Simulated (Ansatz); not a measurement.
**C₃H₄F₂O: a ladder of functionals and wavefunction methods**

How much do the methods differ for C₃H₄F₂O? The plan is to run it at one geometry with functionals of several rungs and with coupled cluster. The yardstick is the atomisation energy at the CCSD(T) limit.

Computed with Ansatz 0.2.0, Gaussian basis. Level: functionals in def2-TZVPP, the program's frozen cores in correlated methods.

Plan: PBE-D4, r2SCAN-D4, PBE0-D4, B3LYP-D4, ωB97X-V, ωB97M-V, B2PLYP; CCSD(T)/def2-TZVPP; MP2/def2-QZVPP; extrapolation to the limit.

## Step 1: The geometry

The geometry comes from an earlier relaxation with PBE0-D4 in a triple-zeta def2 set; it is a stationary point, not always the lowest conformer.

10 atoms, charge 0, spin multiplicity 1.

Atoms are counted from 1 here; the program's logs count them from 0.

Bond lengths: C1–O2 1.428 Å, C1–H7 1.088 Å, C1–H8 1.091 Å, C1–H9 1.094 Å, O2–C3 1.328 Å, C3–F4 1.333 Å, C3–C5 1.324 Å, C5–F6 1.335 Å, C5–H10 1.080 Å. Angles: O2–C1–H7 106.1°, O2–C1–H8 110.9°, O2–C1–H9 110.2°, H7–C1–H8 109.7°, H7–C1–H9 109.9°, H8–C1–H9 109.9°, C1–O2–C3 114.9°, O2–C3–F4 114.9°, O2–C3–C5 123.4°, F4–C3–C5 121.6°, C3–C5–F6 121.5°, C3–C5–H10 122.7°, F6–C5–H10 115.8°.

## Step 2: PBE-D4 (GGA)

Contents of in.yaml:

```yaml
crystal:
  periodic: [false, false, false]
  atoms:
    - {symbol: C, position_ang: [-0.117204, -1.585313, -0.268698]}
    - {symbol: O, position_ang: [-0.353469, -0.272103, -0.776755]}
    - {symbol: C, position_ang: [-0.309686, 0.695945, 0.131189]}
    - {symbol: F, position_ang: [-1.210299, 0.590935, 1.108800]}
    - {symbol: C, position_ang: [0.521904, 1.723953, 0.062120]}
    - {symbol: F, position_ang: [0.454383, 2.734501, 0.931672]}
    - {symbol: H, position_ang: [-0.160235, -2.253496, -1.125908]}
    - {symbol: H, position_ang: [-0.883458, -1.866366, 0.455921]}
    - {symbol: H, position_ang: [0.871773, -1.637896, 0.195663]}
    - {symbol: H, position_ang: [1.269490, 1.818641, -0.711105]}
basis:
  gaussian: {orbitals: def2-TZVPP}
hamiltonian: {xc: pbe, dispersion: d4}
output: {forces: true, orbitals: {seedname: orbitals}}
```

On the command line:

```bash
> ansatz run in.yaml --threads 4 --pin off --events-out ev --progress --plain --max-ram 10444MiB
```

The runs that follow: r2SCAN-D4 (meta-GGA); PBE0-D4 (hybrid); B3LYP-D4 (hybrid); ωB97X-V (range-separated); ωB97M-V (range-separated); B2PLYP (double hybrid); CCSD(T) in def2-TZVPP; MP2 in def2-QZVPP.

**Question.** What will the summary of the whole plan be? Wanted: atomisation energy, CCSD(T)/CBS; farthest; mean size of error, hybrid; mean size of error, range-separated; gap, smallest and largest; T1 diagnostic; triples share of the correlation energy.

As calculated:

| quantity | value |
| --- | --- |
| atomisation energy, CCSD(T)/CBS | 41.785 eV |
| functionals within 0.209 eV (0.5 %) | B3LYP-D4, ωB97X-V |
| farthest | PBE-D4 (+1.844 eV) |
| mean size of error, hybrid | 0.233 eV |
| mean size of error, range-separated | 0.197 eV |
| gap, smallest and largest | 5.40 eV (PBE-D4), 12.36 eV (ωB97X-V) |
| T1 diagnostic | 0.0124 |
| triples share of the correlation energy | 3.6 % |

**Reading.** PBE-D4 misses by +1.844 eV. Double hybrids carry the basis error of their MP2 part in triple zeta, and no dispersion term here, so their miss is partly the set-up's. The reference freezes the cores and leaves out relativity and excitations past (T), so misses under about 0.209 eV can't be ranked. Hartree-Fock recovers 69 % of the binding; the rest is correlation. The gap grows from 5.4 to 12.4 eV across the functionals, mostly with the share of exact exchange.
